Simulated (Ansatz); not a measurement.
The input, for Ansatz 0.2.0:

```yaml
crystal:
  periodic: [false, false, false]
  atoms:
    - {symbol: Si, position_ang: [0.000000, 0.000000, 2.088600]}
    - {symbol: Al, position_ang: [0.000000, 0.000000, -0.244867]}
    - {symbol: H, position_ang: [0.000000, 0.000000, -1.843733]}
basis:
  gaussian: {orbitals: 6-31G}
magnetization: {spin_polarized: true, initial_magnetization: 0}
correlation: {method: ccsdtq, electrons: outside_noble_gas}
```

```sh
$ ansatz run in.yaml --threads 1 --pin off --events-out ev --progress --plain --max-ram 2393MiB
```

Problem. Roughly how long does this take on 1 thread of Arm Neoverse V1, shared host, and how much host memory?

Solution. 35 s wall and 0.24 GiB.

```
541 factors; integrals over basis functions are off by at most 5.7e-8 eV
mean field evaluation 1: about -14455.5590 eV, gradient 4.8e0 eV
mean field evaluation 2: about -14455.5608 eV, gradient 4.8e0 eV
mean field evaluation 4: about -14455.9145 eV, gradient 6.0e-1 eV
mean field evaluation 8: about -14455.9265 eV, gradient 7.3e-3 eV
mean field evaluation 16: about -14455.9571 eV, gradient 3.8e-1 eV
mean field evaluation 32: about -14456.6261 eV, gradient 3.7e-1 eV
mean field evaluation 64: about -14456.0603 eV, gradient 3.9e-1 eV
mean field evaluation 96: about -14455.9265 eV, gradient 8.8e-7 eV
mean field evaluation 128: about -14456.1654 eV, gradient 5.2e0 eV
mean field evaluation 160: about -14455.6074 eV, gradient 1.6e0 eV
...
mean field -14456.62959225 eV, -531.2713384597 hartree, gradient 2.1e-6 eV, S^2 1.000003; 24 other end points of the search recorded, 0 dependent functions left out
determinant -14456.62959225 eV, -531.2713384597 hartree, with singles and doubles -14459.03086492 eV, -531.3595836028 hartree
determinant -14455.97582011 eV, -531.2473127766 hartree, with singles and doubles -14458.59766733 eV, -531.3436638847 hartree
determinant -14455.96135536 eV, -531.2467812068 hartree, with singles and doubles -14458.54934919 eV, -531.3418882258 hartree
determinant -14455.92652553 eV, -531.2455012345 hartree, with singles and doubles -14458.59837768 eV, -531.3436899898 hartree
determinant -14454.98137187 eV, -531.2107674778 hartree, with singles and doubles -14457.60255055 eV, -531.3070940177 hartree
determinant -14454.92633465 eV, -531.2087448973 hartree, with singles and doubles -14457.59352714 eV, -531.3067624134 hartree
determinant -14454.82458716 eV, -531.2050057461 hartree, with singles and doubles -14457.59727690 eV, -531.3069002145 hartree
determinant -14453.57689331 eV, -531.1591538428 hartree, with singles and doubles -14455.55660957 eV, -531.2319070733 hartree
determinant -14453.56053280 eV, -531.1585526052 hartree, with singles and doubles -14456.35214182 eV, -531.2611423444 hartree
determinant -14453.45523238 eV, -531.1546828862 hartree, with singles and doubles -14455.71847440 eV, -531.2378554962 hartree
determinant -14456.62959225 eV, -531.2713384597 hartree, with singles and doubles -14459.07130290 eV, -531.3610696710 hartree
determinant -14455.97582011 eV, -531.2473127766 hartree, with singles and doubles -14458.59975139 eV, -531.3437404726 hartree
determinant -14455.96135536 eV, -531.2467812068 hartree, with singles and doubles -14458.59766797 eV, -531.3436639084 hartree
determinant -14455.92652553 eV, -531.2455012345 hartree, with singles and doubles -14458.60017008 eV, -531.3437558592 hartree
10 core orbitals not correlated: weight in the atoms' cores, before any rotation towards them, 1.000 or more for the frozen orbitals, at most 0.000 for the correlated occupied ones
reference -14456.62959225 eV, -531.2713384597 hartree; 4, 4 occupied and 14, 14 virtual orbitals, 541 factors
second order -1.73704530 eV of doubles, -0.00000000 eV of singles
...
cycle  20  -2.76989468 eV  change   -1.6e-5 eV  update   1.3e-5
cycle  21  -2.76990159 eV  change   -6.9e-6 eV  update   7.3e-6
cycle  22  -2.76990592 eV  change   -4.3e-6 eV  update   3.3e-6
cycle  23  -2.76990682 eV  change   -9.0e-7 eV  update   1.5e-6
cycle  24  -2.76990627 eV  change    5.6e-7 eV  update   8.5e-7
cycle  25  -2.76990476 eV  change    1.5e-6 eV  update   5.6e-7
cycle  26  -2.76990491 eV  change   -1.5e-7 eV  update   3.8e-7
cycle  27  -2.76990525 eV  change   -3.4e-7 eV  update   2.9e-7
cycle  28  -2.76990571 eV  change   -4.5e-7 eV  update   2.0e-7
cycle  29  -2.76990555 eV  change    1.6e-7 eV  update   1.3e-7
WARN: the results are in doubt because among natural orbitals full CI differs from the method by +0.579 eV
Total energy: -14459.39949780 eV, -531.3731306110 hartree
In doubt: among natural orbitals full CI differs from the method by +0.579 eV
```

The determinant's ⟨S²⟩ is 1.00 against 0.00 for a pure state. The T1 diagnostic is 0.021.
